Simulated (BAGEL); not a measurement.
**triplet C3H3FS: levels of theory compared**

We compute a comparison of 3 runs (UHF/STO-3G, ROHF/6-31G*, ROHF/cc-pVDZ) of triplet C3H3FS. 

Program for the calculation: BAGEL 1.2.2.

### 1 The molecule

The species is C3H3FS (8 atoms), meant as a triplet with charge 0. SMILES of the parent species: `FCC1=CS1`. The coordinates come from a PBE0-D4/def2-TZVP relaxation. This is one conformer, not always the lowest. That shape belongs to the parent species and isn't relaxed for this state.

Bond lengths: F1–C2 1.376 Å, C2–C3 1.463 Å, C3–C4 1.276 Å, C3–S5 1.843 Å, C4–S5 1.821 Å, C2–H6 1.094 Å, C2–H7 1.096 Å, C4–H8 1.076 Å. Some angles: F1–C2–C3 111.1°, C2–C3–C4 152.7°, C2–C3–S5 138.1°, C4–C3–S5 68.7°, C3–C4–S5 70.5°, C3–S5–C4 40.7°, F1–C2–H6 108.7°, F1–C2–H7 108.0°, C3–C2–H6 109.8°, C3–C2–H7 109.6°.

### 2 A single-point energy at UHF/STO-3G (density fitting with qzvpp-jkfit) (run 1)

Contents of input.json:

```json
{ "bagel" : [

{
  "title" : "molecule",
  "basis" : "sto-3g",
  "df_basis" : "qzvpp-jkfit",
  "angstrom" : true,
  "geometry" : [
    { "atom" : "F", "xyz" : [   -0.195000,    1.657900,    1.248100 ] },
    { "atom" : "C", "xyz" : [    0.541600,    0.889100,    0.375800 ] },
    { "atom" : "C", "xyz" : [   -0.249000,   -0.228300,   -0.139300 ] },
    { "atom" : "C", "xyz" : [   -0.413600,   -1.457200,   -0.438900 ] },
    { "atom" : "S", "xyz" : [   -1.806800,   -0.481900,   -1.090600 ] },
    { "atom" : "H", "xyz" : [    1.422600,    0.509300,    0.902100 ] },
    { "atom" : "H", "xyz" : [    0.858000,    1.528900,   -0.455500 ] },
    { "atom" : "H", "xyz" : [   -0.065800,   -2.474800,   -0.457600 ] }
  ]
},
{ "title" : "uhf", "nopen" : 2 },
{ "title" : "print", "file" : "orbitals.molden", "orbitals" : true }

]}
```

On the command line:

```console
BAGEL_NUM_THREADS=1 BAGEL input.json > input.out
```

What it wrote:

```text
* using 1 threads per process

  ===============================================================
  ===============================================================

  *** Geometry ***

  { "atom" : "F", "xyz" : [     -0.368497,      3.132977,      2.358567 ] },
  { "atom" : "C", "xyz" : [      1.023476,      1.680155,      0.710159 ] },
  { "atom" : "C", "xyz" : [     -0.470542,     -0.431424,     -0.263239 ] },
  { "atom" : "C", "xyz" : [     -0.781591,     -2.753709,     -0.829401 ] },
  { "atom" : "S", "xyz" : [     -3.414357,     -0.910659,     -2.060935 ] },
  { "atom" : "H", "xyz" : [      2.688324,      0.962438,      1.704722 ] },
  { "atom" : "H", "xyz" : [      1.621385,      2.889202,     -0.860770 ] },
  { "atom" : "H", "xyz" : [     -0.124344,     -4.676694,     -0.864739 ] },

  Number of auxiliary basis functions:      484

  Since a DF basis is specified, we compute 2- and 3-index integrals:
    o Being stored without compression. Storage requirement is 0.004 GB

  Number of basis functions:       32
  Number of electrons      :       46

    * METHOD: MOLECULE                             0.15

  *** Open-shell HF ***

  === Nuclear Repulsion ===
   199.7043805769

      * DIIS with orbital gradients will be used.

  === UHF iteration (sto-3g) ===
      0       -604.82392736          0.02835239           0.04
      1       -604.91330097          0.00995308           0.04
      2       -604.92434757          0.00439386           0.04
      3       -604.92718892          0.00139998           0.04
      4       -604.92829479          0.00062059           0.04
      5       -604.92876791          0.00051351           0.04
      6       -604.92941001          0.00037690           0.04
      7       -604.92970428          0.00032681           0.04
      8       -604.92998213          0.00025171           0.04
      9       -604.93018898          0.00019187           0.04
     10       -604.93023504          0.00012273           0.04
     11       -604.93026387          0.00009454           0.04
     12       -604.93027759          0.00006984           0.04
     13       -604.93028740          0.00004231           0.04
     14       -604.93029011          0.00002279           0.04
     15       -604.93029092          0.00001392           0.04
     16       -604.93029120          0.00001120           0.04
     17       -604.93029138          0.00000888           0.04
     18       -604.93029152          0.00000724           0.04
     19       -604.93029162          0.00000573           0.04
     20       -604.93029168          0.00000461           0.04
     21       -604.93029173          0.00000258           0.04
     22       -604.93029174          0.00000083           0.04
     23       -604.93029174          0.00000051           0.04
     24       -604.93029174          0.00000018           0.04
     25       -604.93029174          0.00000009           0.05
     26       -604.93029174          0.00000006           0.04
     27       -604.93029174          0.00000004           0.05
     28       -604.93029174          0.00000003           0.04
     29       -604.93029174          0.00000002           0.04
     30       -604.93029174          0.00000001           0.04
     31       -604.93029174          0.00000001           0.04
    * SCF iteration converged.

    * S^2 (UHF) is 2.0191

    * Permanent dipole moment:
           (   -0.185199,     0.270271,     0.412163) a.u.

    * METHOD: UHF                                  1.47

    * METHOD: PRINT                                0.00

  ===============================================================
```

Wall time 1.8 s (1 thread of Arm Neoverse V2, shared host).

### 3 The energy at ROHF/6-31G(d) (density fitting with qzvpp-jkfit, spherical functions) (run 2)

Contents of calc.json:

```json
{ "bagel" : [

{
  "title" : "molecule",
  "basis" : "6-31gs.json",
  "df_basis" : "qzvpp-jkfit",
  "angstrom" : true,
  "geometry" : [
    { "atom" : "F", "xyz" : [   -0.195000,    1.657900,    1.248100 ] },
    { "atom" : "C", "xyz" : [    0.541600,    0.889100,    0.375800 ] },
    { "atom" : "C", "xyz" : [   -0.249000,   -0.228300,   -0.139300 ] },
    { "atom" : "C", "xyz" : [   -0.413600,   -1.457200,   -0.438900 ] },
    { "atom" : "S", "xyz" : [   -1.806800,   -0.481900,   -1.090600 ] },
    { "atom" : "H", "xyz" : [    1.422600,    0.509300,    0.902100 ] },
    { "atom" : "H", "xyz" : [    0.858000,    1.528900,   -0.455500 ] },
    { "atom" : "H", "xyz" : [   -0.065800,   -2.474800,   -0.457600 ] }
  ]
},
{ "title" : "rohf", "nopen" : 2 },
{ "title" : "print", "file" : "orbitals.molden", "orbitals" : true }

]}
```

The basis set 6-31G* is read from a file made from the Basis Set Exchange's data (not shown).

On the command line:

```console
BAGEL_NUM_THREADS=1 BAGEL calc.json > calc.out
```

What it wrote:

```text
* using 1 threads per process

  ===============================================================
  ===============================================================

  *** Geometry ***

  { "atom" : "F", "xyz" : [     -0.368497,      3.132977,      2.358567 ] },
  { "atom" : "C", "xyz" : [      1.023476,      1.680155,      0.710159 ] },
  { "atom" : "C", "xyz" : [     -0.470542,     -0.431424,     -0.263239 ] },
  { "atom" : "C", "xyz" : [     -0.781591,     -2.753709,     -0.829401 ] },
  { "atom" : "S", "xyz" : [     -3.414357,     -0.910659,     -2.060935 ] },
  { "atom" : "H", "xyz" : [      2.688324,      0.962438,      1.704722 ] },
  { "atom" : "H", "xyz" : [      1.621385,      2.889202,     -0.860770 ] },
  { "atom" : "H", "xyz" : [     -0.124344,     -4.676694,     -0.864739 ] },

  Number of auxiliary basis functions:      484

  Since a DF basis is specified, we compute 2- and 3-index integrals:
    o Being stored without compression. Storage requirement is 0.025 GB

  Number of basis functions:       80
  Number of electrons      :       46

    * METHOD: MOLECULE                             0.21

  *** Open-shell HF ***

  === Nuclear Repulsion ===
   199.7043805769

      * DIIS with orbital gradients will be used.

  === ROHF iteration (6-31gs.json) ===
      0       -611.90625008          0.03141537           0.13
      1       -612.02753654          0.01789457           0.12
      2       -612.05961226          0.01079066           0.12
      3       -612.07585228          0.00138676           0.12
      4       -612.07723533          0.00094391           0.12
      5       -612.07772362          0.00041835           0.12
      6       -612.07811600          0.00032336           0.12
      7       -612.07835639          0.00028769           0.12
      8       -612.07860635          0.00023529           0.12
      9       -612.07886397          0.00015730           0.12
     10       -612.07899132          0.00010132           0.12
     11       -612.07903764          0.00007709           0.13
     12       -612.07905828          0.00004182           0.12
     13       -612.07908263          0.00002452           0.12
     14       -612.07909003          0.00001415           0.13
     15       -612.07909655          0.00000945           0.13
     16       -612.07909679          0.00000612           0.13
     17       -612.07909825          0.00000481           0.12
     18       -612.07909797          0.00000329           0.13
     19       -612.07909837          0.00000263           0.13
     20       -612.07909822          0.00000169           0.13
     21       -612.07909868          0.00000138           0.12
     22       -612.07909853          0.00000094           0.13
     23       -612.07909879          0.00000059           0.13
     24       -612.07909887          0.00000034           0.13
     25       -612.07909903          0.00000022           0.13
     26       -612.07909905          0.00000014           0.13
     27       -612.07909911          0.00000010           0.13
     28       -612.07909910          0.00000007           0.12
     29       -612.07909911          0.00000005           0.12
     30       -612.07909911          0.00000003           0.12
     31       -612.07909912          0.00000002           0.13
     32       -612.07909913          0.00000002           0.12
     33       -612.07909913          0.00000001           0.12
    * SCF iteration converged.

    * S^2 (ROHF) is 2.0000

    * Permanent dipole moment:
           (   -0.701827,     0.549971,     0.409831) a.u.

    * METHOD: ROHF                                 4.37

    * METHOD: PRINT                                0.01

  ===============================================================
```

It took 4.8 s on 1 thread of Arm Neoverse V2, shared host; peak memory 0.11 GiB.

### 4 The energy at ROHF/cc-pVDZ (density fitting with qzvpp-jkfit) (run 3)

Contents of hf.json:

```json
{ "bagel": [

{
  "title": "molecule",
  "basis": "cc-pvdz.json",
  "df_basis": "qzvpp-jkfit",
  "angstrom": true,
  "geometry": [
    { "atom": "F", "xyz": [      -0.195000,       1.657900,       1.248100 ] },
    { "atom": "C", "xyz": [       0.541600,       0.889100,       0.375800 ] },
    { "atom": "C", "xyz": [      -0.249000,      -0.228300,      -0.139300 ] },
    { "atom": "C", "xyz": [      -0.413600,      -1.457200,      -0.438900 ] },
    { "atom": "S", "xyz": [      -1.806800,      -0.481900,      -1.090600 ] },
    { "atom": "H", "xyz": [       1.422600,       0.509300,       0.902100 ] },
    { "atom": "H", "xyz": [       0.858000,       1.528900,      -0.455500 ] },
    { "atom": "H", "xyz": [      -0.065800,      -2.474800,      -0.457600 ] }
  ]
},

{
  "title": "rohf",
  "nopen": 2
},

{
  "title": "print",
  "file": "orbitals.molden",
  "orbitals": true
}

]}
```

The basis set cc-pVDZ is read from a file made from the Basis Set Exchange's data (not shown).

On the command line:

```console
BAGEL_NUM_THREADS=1 BAGEL hf.json > hf.out
```

What it wrote:

```text
* using 1 threads per process

  ===============================================================
  ===============================================================

  *** Geometry ***

  { "atom" : "F", "xyz" : [     -0.368497,      3.132977,      2.358567 ] },
  { "atom" : "C", "xyz" : [      1.023476,      1.680155,      0.710159 ] },
  { "atom" : "C", "xyz" : [     -0.470542,     -0.431424,     -0.263239 ] },
  { "atom" : "C", "xyz" : [     -0.781591,     -2.753709,     -0.829401 ] },
  { "atom" : "S", "xyz" : [     -3.414357,     -0.910659,     -2.060935 ] },
  { "atom" : "H", "xyz" : [      2.688324,      0.962438,      1.704722 ] },
  { "atom" : "H", "xyz" : [      1.621385,      2.889202,     -0.860770 ] },
  { "atom" : "H", "xyz" : [     -0.124344,     -4.676694,     -0.864739 ] },

  Number of auxiliary basis functions:      484

  Since a DF basis is specified, we compute 2- and 3-index integrals:
    o Being stored without compression. Storage requirement is 0.031 GB

  Number of basis functions:       89
  Number of electrons      :       46

    * METHOD: MOLECULE                             0.21

  *** Open-shell HF ***

  === Nuclear Repulsion ===
   199.7043805769

      * DIIS with orbital gradients will be used.

  === ROHF iteration (cc-pvdz.json) ===
      0       -611.91843179          0.02558752           0.14
      1       -612.05458794          0.01598610           0.14
      2       -612.09272602          0.01051585           0.14
      3       -612.11657738          0.00149308           0.14
      4       -612.11798444          0.00097425           0.14
      5       -612.11853777          0.00035401           0.14
      6       -612.11878680          0.00025515           0.14
      7       -612.11892140          0.00021002           0.14
      8       -612.11904635          0.00016547           0.14
      9       -612.11916283          0.00011333           0.14
     10       -612.11923003          0.00007269           0.14
     11       -612.11925738          0.00005421           0.14
     12       -612.11927206          0.00003613           0.14
     13       -612.11928093          0.00002007           0.14
     14       -612.11929340          0.00001064           0.14
     15       -612.11929871          0.00000676           0.14
     16       -612.11929849          0.00000414           0.14
     17       -612.11929934          0.00000331           0.14
     18       -612.11929936          0.00000227           0.14
     19       -612.11929945          0.00000178           0.14
     20       -612.11929954          0.00000133           0.14
     21       -612.11929953          0.00000100           0.14
     22       -612.11929944          0.00000061           0.15
     23       -612.11929982          0.00000039           0.14
     24       -612.11929983          0.00000025           0.14
     25       -612.11929990          0.00000017           0.14
     26       -612.11929993          0.00000011           0.15
     27       -612.11929998          0.00000008           0.15
     28       -612.11929997          0.00000007           0.15
     29       -612.11929997          0.00000005           0.15
     30       -612.11929997          0.00000002           0.14
     31       -612.11929998          0.00000001           0.15
     32       -612.11929998          0.00000001           0.15
    * SCF iteration converged.

    * S^2 (ROHF) is 2.0000

    * Permanent dipole moment:
           (   -0.637958,     0.515908,     0.452879) a.u.

    * METHOD: ROHF                                 4.90

    * METHOD: PRINT                                0.01

  ===============================================================
```

Wall time 5.4 s (1 thread of Arm Neoverse V2, shared host); peak memory 0.12 GiB.

### 5 All runs side by side

| run | level | energy (Eh) | dipole moment (D) | ⟨S²⟩ | wall time |
| --- | --- | --- | --- | --- | --- |
| 1 | UHF/STO-3G (density fitting with qzvpp-jkfit) | -604.930292 | 1.34 | 2.019 | 1.8 s |
| 2 | ROHF/6-31G* (density fitting with qzvpp-jkfit, spherical functions) | -612.079099 | 2.49 | 2.000 | 4.8 s |
| 3 | ROHF/cc-pVDZ (density fitting with qzvpp-jkfit) | -612.119300 | 2.38 | 2.000 | 5.4 s |

### 6 What came out

```
            quantity          value
 run 3: total energy  -612.11930 Eh
run 3: dipole moment         2.38 D
         run 3: ⟨S²⟩          2.000
```

In words: The dipole moment (its size) runs from 1.34 D (UHF/STO-3G) to 2.49 D (ROHF/6-31G*). The two ends differ in method and basis. In run 1 the basis is minimal, so the values are rough. All runs together took 12 s, the longest 5.4 s.
